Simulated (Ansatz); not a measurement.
# H₂O (singlet): from Hartree-Fock to the top rungs at distance O1–H2 = 2.626 Å, cc-pVDZ

How much of the correlation energy of H₂O (singlet) does each wave-function method recover here?

Computed with Ansatz 0.2.0, Gaussian basis. Level: cc-pVDZ, core rule «outside noble gas», up to 1 orbitals frozen.

Plan: UHF; CCSD(T) on RHF; CCSD(T) on UHF; BCCD(T) on RHF; CISD; CCSDT(Q) on RHF; CCSDT(Q) on UHF; CCSDTQ on RHF; CCSDTQ on UHF; CASSCF and MRCISD+Q, 2 electrons in 2 orbitals; CASSCF and NEVPT2, 2 electrons in 2 orbitals; CASSCF and MRCISD+Q, 8 electrons in 6 orbitals; CASSCF and NEVPT2, 8 electrons in 6 orbitals; Full CI.

### Step 1. What is computed

The geometry derives from a PBE0/def2-TZVP stationary point (not a proven minimum). One bond is set to the value named and the two fragments are kept rigid.

3 atoms, charge 0, spin multiplicity 1.

Atoms are counted from 1 here; the program's logs count them from 0.

Bond lengths: O1–H3 0.960 Å.

### Step 2. UHF

in.yaml

```yaml
crystal:
  periodic: [false, false, false]
  atoms:
    - {symbol: O, position_ang: [0.000000, -0.122039, 0.074000]}
    - {symbol: H, position_ang: [0.000000, 1.475483, -2.010178]}
    - {symbol: H, position_ang: [0.000000, 0.461689, 0.835550]}
basis:
  gaussian: {orbitals: cc-pVDZ}
magnetization: {spin_polarized: true, initial_magnetization: 0}
hamiltonian: {xc: hf}
output: {orbitals: {seedname: orbitals}}
```

The run is started by

```sh
$ ansatz run in.yaml --threads 1 --pin off --events-out ev --progress --plain --max-ram 2816MiB --backend cpu
```

The runs that follow: CCSD(T) on RHF; CCSD(T) on UHF; BCCD(T) on RHF; CISD; CCSDT(Q) on RHF; CCSDT(Q) on UHF; CCSDTQ on RHF; CCSDTQ on UHF; CASSCF and MRCISD+Q, 2 electrons in 2 orbitals; CASSCF and NEVPT2, 2 electrons in 2 orbitals; CASSCF and MRCISD+Q, 8 electrons in 6 orbitals; CASSCF and NEVPT2, 8 electrons in 6 orbitals; Full CI.

Q: Predict the results of all the runs planned. Wanted: FCI below the RHF energy; RMP2 from FCI; UMP2 from FCI; RCCSD from FCI; RCCSD(T) from FCI; UCCSD(T) from FCI; RCCSDT(Q) from FCI; UCCSDT(Q) from FCI; NEVPT2 pair from FCI.

As calculated:

| quantity | value |
| --- | --- |
| FCI below the RHF energy | -9.5871 eV |
| RMP2 from FCI | +1639.8 meV |
| UMP2 from FCI | +529.2 meV |
| RCCSD from FCI | +571.8 meV |
| RCCSD(T) from FCI | -152.4 meV |
| UCCSD(T) from FCI | +75.5 meV |
| RCCSDT(Q) from FCI | -18.0 meV |
| UCCSDT(Q) from FCI | +0.5 meV |
| NEVPT2 pair from FCI | +443.9 meV |
| MRCISD+Q pair from FCI | +1.2 meV |
| NEVPT2 valence from FCI | +606.2 meV |
| levels within 1 kcal/mol (43 meV) | RCCSDT, UCCSDT, RCCSDT(Q), UCCSDT(Q), RCCSDTQ, UCCSDTQ, MRCISD+Q pair, MRCISD+Q valence |
| T1 diagnostic | 0.038 |
| effectively unpaired electrons | 1.77 |

RCCSD(T) lands -152.4 meV from the yardstick (1.6 % of the correlation energy). CCSD(T) misses by -152.4 meV on the restricted determinant and by +75.5 meV on the unrestricted one; the two need not hold the same state or core. RCCSD(T), BCCD(T), RCCSDT(Q) fall below full CI, which methods that aren't variational can do. The occupations show strong static correlation (1.8 unpaired electrons where one determinant has 0). Of the multireference levels listed MRCISD+Q valence comes nearest in total energy (+0.6 meV), which doesn't show that its space is the better one. These misses are within one basis, not against nature.
